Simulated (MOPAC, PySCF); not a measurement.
CH₄, SMILES `C`, neutral singlet in the gas phase. 

Z-matrix (Å, degrees):
```
C
H 1 1.0892
H 1 1.0892 2 109.47
H 1 1.0892 2 109.47 3 120.00
H 1 1.0892 2 109.47 4 120.00
```
Charge 0, multiplicity 1.

All levels are single points at this geometry (B3LYP-D3(BJ)/def2-TZVP); Pople sets use spherical d functions. Orbital energies aren't observables, and empty levels follow the basis.

B3LYP/3-21G in PySCF gives dipole (D) = 0.00.

**Question.** Estimate the dipole (D) from each of these levels: PBE-D3(BJ)/def2-TZVP in PySCF; ωB97X-D3(BJ)/def2-TZVP in PySCF; BP86/6-31G* in PySCF; PBE/6-31G* in PySCF; PM7 in MOPAC.

**Answer.** 
```json
[
 {"level": "PBE-D3(BJ)/def2-TZVP in PySCF", "dipole (D)": "0.00"},
 {"level": "ωB97X-D3(BJ)/def2-TZVP in PySCF", "dipole (D)": "0.00"},
 {"level": "BP86/6-31G* in PySCF", "dipole (D)": "0.00"},
 {"level": "PBE/6-31G* in PySCF", "dipole (D)": "0.00"},
 {"level": "PM7 in MOPAC", "dipole (D)": "0.00"}
]
```
